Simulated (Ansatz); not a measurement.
A made-up structure of BSiH2O, doublet:

```csv
atom,x (Å),y (Å),z (Å)
B1,-1.0567,-0.7901,-0.1627
Si2,0.6562,0.4740,0.1037
O3,0.5276,2.1535,-0.2001
H4,-2.1522,-1.5070,-0.3477
H5,2.0251,-0.3304,0.6068
```

It is relaxed with PBE-D4/def2-SVP and then PBE0-D4/def2-TZVP (Ansatz 0.2.0). Atoms count as bonded within 1.22 times the sum of their covalent radii (H–H: 0.88 Å). The end point is not checked to be a true minimum.

Does its bonding change? (Judge from chemistry; the calculation decides.)

Computed: No: no bond forms or breaks.

Where it ends: The first stage lowers the energy by 1.05 eV in 8 steps. It ends as BSiH₂O ([BH][SiH][O]):
B1  (-0.944, -0.705, -0.145)
Si2  (0.586, 0.423, 0.093)
O3  (0.471, 1.922, -0.178)
H4  (-1.922, -1.344, -0.311)
H5  (1.809, -0.295, 0.542)
(Å)

Labels in which every atom is bracketed show which atoms are joined, not bond orders.

For scale, one of the runs: PBE0-D4/def2-TZVP relaxation, 111 basis functions, launched by `ansatz run in.yaml --threads 2 --pin off --events-out ev --progress --plain --max-ram 4352MiB`. Hardware: 2 CPU threads of an Arm Neoverse V1, shared host. Wall time about 21 s.
